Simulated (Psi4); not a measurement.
# SiH4O (Si(OH)H3) at DSD-PBEP86/cc-pVTZ

What is the energy change on altering one bond length of SiH4O (Si(OH)H3) at DSD-PBEP86/cc-pVTZ? 

Program for the calculation: Psi4 1.11.

3 further runs of the same task are left out: 2 that didn't finish, 1 set aside as unsound or not needed.

## Step 1: Starting point

SiH4O has 6 atoms, charge 0, and is taken as a singlet. As SMILES, `[H][Si]([H])([H])O`. The shape is that of a GFN2-xTB optimisation.

Bond lengths: Si1–O2 1.625 Å, O2–H3 0.953 Å, Si1–H4 1.464 Å, Si1–H5 1.464 Å, Si1–H6 1.453 Å. Angles: Si1–O2–H3 122.4°, O2–Si1–H4 110.3°, O2–Si1–H5 110.3°, O2–Si1–H6 101.4°, H4–Si1–H5 108.8°, H4–Si1–H6 112.9°, H5–Si1–H6 112.9°.

## Step 2: The energy at DSD-PBEP86/cc-pVTZ

File h4osi.py:

```python
import psi4

psi4.set_memory('1600 MB')
psi4.set_num_threads(1)
psi4.core.set_output_file('output.dat', False)

mol = psi4.geometry("""
0 1
Si    -0.059940    -0.114970    -0.407910
O     -0.059540    -0.091910     1.217130
H      0.327320     0.620940     1.717260
H      1.313150    -0.112770    -0.916850
H     -0.760380     1.058380    -0.933190
H     -0.760600    -1.359670    -0.676430
symmetry c1
no_reorient
no_com
""")

psi4.set_options({
    'basis': 'cc-pVTZ',
    'puream': True,
    'e_convergence': 1e-09,
    'd_convergence': 1e-08,
    'scf_type': 'pk',
    'dft_radial_points': 99,
    'dft_spherical_points': 590,
    'num_frozen_docc': 6,
})

e_tot, wfn = psi4.energy("DSD-PBEP86", molecule=mol, return_wfn=True)
print(f'DSD-PBEP86 energy: {e_tot:.10f} Eh')
```

Command:

```
$ python h4osi.py
```

output.dat:

```text
[...]
  Running in c1 symmetry.
[...]
  Nuclear repulsion =   65.669477756288146
[...]
  Multiplicity = 1
[...]
  Nalpha       = 13
  Nbeta        = 13
[...]
    Number of basis functions: 120
[...]
   @RKS iter   1:  -366.49831554571034   -4.73697e-01   4.33260e-03 ADIIS/DIIS
[...]
   @RKS iter  10:  -366.59893785110955   -3.12639e-12   1.89881e-09 DIIS
[...]
    Orbital Energies [Eh]
    ---------------------
    Doubly Occupied:
       1A    -67.856113     2A    -20.054474     3A     -5.840443
       4A     -4.031747     5A     -4.030621     6A     -4.030554
       7A     -1.231811     8A     -0.707109     9A     -0.590425
      10A     -0.499159    11A     -0.498362    12A     -0.427450
      13A     -0.408159
[...]
  @RKS Final Energy:  -366.59893785110955
   => Energetics <=
    Nuclear Repulsion Energy =             65.6694777562881455
    One-Electron Energy =                -637.8455050067216234
    Two-Electron Energy =                 214.4050926572152491
    DFT Exchange-Correlation Energy =      -8.8280032578913712
    Empirical Dispersion Energy =           0.0000000000000000
    VV10 Nonlocal Energy =                  0.0000000000000000
    Total Energy =                       -366.5989378511095538
[...]
 Multipole Moments:
 ------------------------------------------------------------------------------------
     Multipole            Electronic (a.u.)      Nuclear  (a.u.)        Total (a.u.)
 ------------------------------------------------------------------------------------
 L = 1.  Multiply by 2.5417464519 to convert [e a0] to [Debye]
 Dipole X            :          2.5116990           -2.2600935            0.2516054
 Dipole Y            :          4.5007463           -4.0401967            0.4605496
 Dipole Z            :         -6.0654796            6.0794190            0.0139394
 Magnitude           :                                                    0.5249815
[...]
```

Standard output:

```text
Memory set to   1.490 GiB by Python driver.
  Threads set to 1 by Python driver.
DSD-PBEP86 energy: -366.7980748891 Eh
```

Run time: 25 s. Hardware: 1 thread of Intel Xeon Platinum 8375C at 2.90GHz (Ice Lake), shared host; peak memory 0.93 GiB.

## Step 3: The distorted shape, same level

File h4osi.json:

```json
{
 "schema_name": "qcschema_input",
 "schema_version": 1,
 "molecule": {
  "schema_name": "qcschema_molecule",
  "schema_version": 2,
  "symbols": ["Si", "O", "H", "H", "H", "H"],
  "geometry": [-0.69815554, -1.29500286, -1.52697241, -0.69739965, -1.25142577, 1.54390813, 0.61854516, 1.17340654, 3.24515108, 1.89660851, -1.29084546, -2.48872962, -2.0217953, 0.92230729, -2.51960775, -2.02221104, -3.64714496, -2.03440167],
  "molecular_charge": 0,
  "molecular_multiplicity": 1,
  "fix_symmetry": "c1",
  "fix_com": true,
  "fix_orientation": true
 },
 "driver": "energy",
 "model": {
  "method": "dsd-pbep86",
  "basis": "cc-pVTZ"
 },
 "keywords": {
  "reference": "rks",
  "puream": true,
  "e_convergence": 1e-09,
  "d_convergence": 1e-08,
  "scf_type": "pk",
  "dft_radial_points": 99,
  "dft_spherical_points": 590,
  "num_frozen_docc": 6
 }
}
```

Command:

```
$ psi4 --qcschema h4osi.json -n 1 --memory 1600MB
```

stdout:

```text
[...]
                   'protocols': {'error_correction': {'default_policy': True, 'policies': None},
                                 'native_files': 'none',
[...]
  Running in c1 symmetry.
[...]
  Nuclear repulsion =   62.899666256336978
[...]
  Multiplicity = 1
[...]
  Nalpha       = 13
  Nbeta        = 13
[...]
    Number of basis functions: 120
[...]
   @RKS iter   1:  -366.22088145134603   -5.37540e-01   5.20570e-03 DIIS/ADIIS
[...]
   @RKS iter  12:  -366.42905200809139   -3.01270e-12   2.08358e-09 DIIS
[...]
    Orbital Energies [Eh]
    ---------------------
    Doubly Occupied:
       1A    -67.850027     2A    -20.080774     3A     -5.834790
       4A     -4.026023     5A     -4.025001     6A     -4.024744
       7A     -1.162065     8A     -0.649001     9A     -0.498452
      10A     -0.486120    11A     -0.484170    12A     -0.400662
      13A     -0.397967
[...]
  @RKS Final Energy:  -366.42905200809139
   => Energetics <=
    Nuclear Repulsion Energy =             62.8996662563369782
    One-Electron Energy =                -632.5788311839083917
    Two-Electron Energy =                 212.0206644502330562
    DFT Exchange-Correlation Energy =      -8.7705515307530941
    Empirical Dispersion Energy =           0.0000000000000000
    VV10 Nonlocal Energy =                  0.0000000000000000
    Total Energy =                       -366.4290520080913893
[...]
 Multipole Moments:
 ------------------------------------------------------------------------------------
     Multipole            Electronic (a.u.)      Nuclear  (a.u.)        Total (a.u.)
 ------------------------------------------------------------------------------------
 L = 1.  Multiply by 2.5417464519 to convert [e a0] to [Debye]
 Dipole X            :         17.2272042          -16.8822274            0.3449768
 Dipole Y            :         31.6182230          -30.9837228            0.6345002
 Dipole Z            :         12.9881050          -12.8239367            0.1641683
 Magnitude           :                                                    0.7406421
[...]
```

The result, in JSON:

```text
{
 "driver": "energy",
 "model": {
  "method": "dsd-pbep86",
  "basis": "cc-pVTZ"
 },
 "success": true,
 "return_result": -366.64908302087184,
 "properties": {
  "calcinfo_nbasis": 120,
  "calcinfo_nmo": 120,
  "calcinfo_nalpha": 13,
  "calcinfo_nbeta": 13,
  "calcinfo_natom": 6,
  "nuclear_repulsion_energy": 62.89966625633698,
  "return_energy": -366.64908302087184,
  "scf_one_electron_energy": -632.5788311839084,
  "scf_two_electron_energy": 212.02066445023306,
  "scf_xc_energy": -8.770551530753094,
  "scf_dipole_moment": [0.34497680031144995, 0.6345001979335549, 0.1641683229329871],
  "scf_total_energy": -366.4290520080914,
  "scf_iterations": 12
 }
}
```

It took 31 s on 1 thread of Intel Xeon Platinum 8375C at 2.90GHz (Ice Lake), shared host; peak memory 0.93 GiB.

## Step 4: Summary of results

Level: DSD-PBEP86/cc-pVTZ, 6 core orbitals frozen.

```
                                                         quantity          value
                                        first shape: total energy  -366.79807 Eh
                   first shape: HOMO energy (SCF part's orbitals)      -11.11 eV
                   first shape: LUMO energy (SCF part's orbitals)        2.11 eV
                 first shape: HOMO–LUMO gap (SCF part's orbitals)       13.21 eV
                                    distorted shape: total energy  -366.64908 Eh
               distorted shape: HOMO energy (SCF part's orbitals)      -10.83 eV
               distorted shape: LUMO energy (SCF part's orbitals)       -1.71 eV
             distorted shape: HOMO–LUMO gap (SCF part's orbitals)        9.12 eV
energy change with the O2–H3 bond stretched from 0.953 to 1.715 Å       4.054 eV
```

What this shows: With the O2–H3 bond stretched from 0.953 to 1.715 Å the energy rises by 4.05 eV (93 kcal/mol). The first shape isn't relaxed at this level, so the change isn't measured from a minimum. A restricted reference can't describe the breaking bond well at this length.
